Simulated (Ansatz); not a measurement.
# C2H4OS2: one species, many methods

Aim: compute C2H4OS2 with functionals from several rungs and with coupled cluster, and see how far each lands from CCSD(T) at the basis-set limit for the atomisation energy.

The runs use Ansatz 0.2.0, Gaussian basis; functionals in def2-TZVPP, the program's frozen cores in correlated methods.

Plan: PBE-D4, r2SCAN-D4, PBE0-D4, B3LYP-D4, ωB97X-V, ωB97M-V, B2PLYP; CCSD(T)/def2-TZVPP; MP2/def2-QZVPP; extrapolation to the limit.

## (1) The geometry

An earlier PBE0-D4 in a triple-zeta def2 set relaxation fixed the geometry.

SMILES `CSC(O)=S`, 9 atoms, charge 0, spin multiplicity 1.

Atoms are counted from 1 here; the program's logs count them from 0.

Bond lengths: C1–S2 1.786 Å, C1–H6 1.089 Å, C1–H7 1.091 Å, C1–H8 1.089 Å, S2–C3 1.749 Å, C3–O4 1.337 Å, C3–S5 1.620 Å, O4–H9 0.968 Å. Angles: S2–C1–H6 110.1°, S2–C1–H7 105.9°, S2–C1–H8 110.0°, H6–C1–H7 110.5°, H6–C1–H8 109.8°, H7–C1–H8 110.5°, C1–S2–C3 102.5°, S2–C3–O4 111.8°, S2–C3–S5 126.6°, O4–C3–S5 121.6°, C3–O4–H9 111.0°.

## (2) PBE-D4 (GGA)

Contents of in.yaml:

```yaml
crystal:
  periodic: [false, false, false]
  atoms:
    - {symbol: C, position_ang: [-0.254891, 0.494352, 1.418622]}
    - {symbol: S, position_ang: [0.973467, 0.006475, 0.217456]}
    - {symbol: C, position_ang: [-0.001182, -0.402962, -1.176166]}
    - {symbol: O, position_ang: [0.749843, -0.802274, -2.207589]}
    - {symbol: S, position_ang: [-1.616849, -0.332238, -1.279226]}
    - {symbol: H, position_ang: [-0.929317, -0.335982, 1.621293]}
    - {symbol: H, position_ang: [0.298666, 0.765275, 2.318712]}
    - {symbol: H, position_ang: [-0.821119, 1.347268, 1.048070]}
    - {symbol: H, position_ang: [1.689883, -0.786115, -1.978273]}
basis:
  gaussian: {orbitals: def2-TZVPP}
hamiltonian: {xc: pbe, dispersion: d4}
output: {forces: true, orbitals: {seedname: orbitals}}
```

Run with:

```
> ansatz run in.yaml --threads 4 --pin off --events-out ev --progress --plain --max-ram 10444MiB
```

Further steps of the session: r2SCAN-D4 (meta-GGA); PBE0-D4 (hybrid); B3LYP-D4 (hybrid); ωB97X-V (range-separated); ωB97M-V (range-separated); B2PLYP (double hybrid); CCSD(T) in def2-TZVPP; MP2 in def2-QZVPP.

Q: Predict the results of all the runs planned. Wanted: atomisation energy, CCSD(T)/CBS; farthest; mean size of error, hybrid; mean size of error, range-separated; gap, smallest and largest; T1 diagnostic; triples share of the correlation energy.

**Answer**, as computed:

| quantity | value |
| --- | --- |
| atomisation energy, CCSD(T)/CBS | 3342.7 kJ/mol |
| functionals within 16.7 kJ/mol (0.5 %) | B3LYP-D4, ωB97X-V |
| farthest | PBE-D4 (+145.3 kJ/mol) |
| mean size of error, hybrid | 20.2 kJ/mol |
| mean size of error, range-separated | 18.6 kJ/mol |
| gap, smallest and largest | 3.30 eV (PBE-D4), 9.78 eV (ωB97X-V) |
| T1 diagnostic | 0.0161 |
| triples share of the correlation energy | 4.8 % |

In words: PBE-D4 misses by +145.3 kJ/mol. Double hybrids carry the basis error of their MP2 part in triple zeta, and no dispersion term here, so their miss is partly the set-up's. Misses under about 16.7 kJ/mol are within the doubt on the reference itself, which lacks core-valence correlation, relativity and higher excitations. Hartree-Fock recovers 67 % of the binding; the rest is correlation. Orbital gaps span 3.3 to 9.8 eV; exact exchange widens them.
